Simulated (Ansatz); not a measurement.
We consider solid iodine, described by rVV10 in Ansatz (PAW).

Run with plane-wave cutoff 520 eV, 8×8×4 k mesh (along the axes of the cell as run), Fermi–Dirac smearing 0.01 eV, scalar-relativistic PAW data made under PBE.

Energies at three volumes about the minimum:

```csv
V (Å³/atom),E − E_lowest (meV/atom)
40.257,0.81
41.078,0.00
41.900,0.71
```

### Question
Fit a parabola by hand: where is the minimum, and what is the bulk modulus?

### Answer
Slopes: (0.00 − 0.81)/(41.078 − 40.257) = -0.987 and (0.71 − 0.00)/(41.900 − 41.078) = 0.864 meV/Å³. Curvature E″ = 2 × (0.864 − (-0.987))/(41.900 − 40.257) = 2.253 meV/Å⁶. From the middle of the first interval, the slope vanishes at V0 = 40.6675 − (-0.987)/2.253 = 41.106 Å³/atom. B = V0 E″ = 41.106 × 2.253 meV/Å³ × 0.1602 GPa per meV/Å³ = 14.8 GPa. The full Birch–Murnaghan fit to all volumes gives V0 = 41.083 Å³/atom and B0 = 14.8 GPa.

Shape and atoms are relaxed at each volume.

Note: the bulk modulus comes from volumes at which shape and atoms were relaxed.

Ansatz is an electronic-structure program.
